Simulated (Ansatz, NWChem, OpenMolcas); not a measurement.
**A ladder of methods for BHO2 (SMILES O=BO)**

BHO2: 4 atoms, total charge 0, spin state singlet. As SMILES, `O=BO`. The coordinates come from a PBE0-D4/def2-TZVP relaxation.

Each level gives the HOMO–LUMO gap (eV). The values are calculated.

```csv
level,kind,program,value (eV)
SVWN5/def2-TZVPP,LDA,Ansatz,6.58
revPBE/def2-TZVPP,GGA,OpenMolcas,6.42
M06-L/def2-TZVPP,meta-GGA,OpenMolcas,7.50
TPSS/def2-TZVPP,meta-GGA,NWChem,6.73
r2SCAN/def2-TZVPP,meta-GGA,Ansatz,7.45
BHLYP/def2-TZVPP,global hybrid,Ansatz,11.00
B2PLYP/def2-TZVPP,double hybrid,NWChem,11.22
PBE-QIDH/def2-TZVPP,double hybrid,Ansatz,12.99
```

The values span 6.42 to 12.99 eV. Orbital gaps aren't excitation energies, and those of double hybrids come from the SCF part alone; they tend to grow with the share of exact exchange.
